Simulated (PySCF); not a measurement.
C3H8P2.
SMILES with atom numbers: `[PH2:1][CH2:2][P:3]1[CH2:4][CH2:5]1` (hydrogens: H6, H7 on P1; H8, H9 on C2; H10, H11 on C4; H12, H13 on C5)

Torsions of this conformer, `[PH2:1][CH2:2][P:3]1[CH2:4][CH2:5]1`: P1–C2–P3–C4 7°, H–P1–C2–P3 -87°, H–P1–C2–P3 -179°.

The closed-shell ground state was solved at several levels (PySCF, density fitting, gas phase, non-relativistic). Geometry: GFN2-xTB, one conformer, isolated molecule.

```
          level  basis functions  total energy (Eh)  HOMO (eV)  LUMO (eV)  gap (eV)  dipole (D)
 PBE0/def2-SVPD              172          -801.1099      -7.03       0.32      7.35        0.62
B3LYP/def2-SVPD              172          -801.5474      -6.82       0.08      6.90        0.56
```

**Question.** Estimate the row for PBE0/pcSseg-1, a basis of 139 functions; the other rows only guide the guess.

**Answer.** Total energy -801.3494 Eh, HOMO -7.05 eV, LUMO 0.52 eV, gap 7.57 eV, dipole 0.76 D.

**Question.** Over all these levels, which gives the widest orbital gap and which the narrowest?

**Answer.** PBE0/pcSseg-1 (global hybrid, 25 % exact exchange) has the widest, 7.57 eV, and B3LYP/def2-SVPD (global hybrid, 20 % exact exchange) the narrowest, 6.90 eV. Functional and basis both differ between the two, so the spread mixes both effects.

**Question.** How far do the dipole and the HOMO energy spread over the levels?

**Answer.** The dipole runs from 0.56 to 0.76 D (mean 0.64 D) and the HOMO from -7.05 to -6.82 eV.
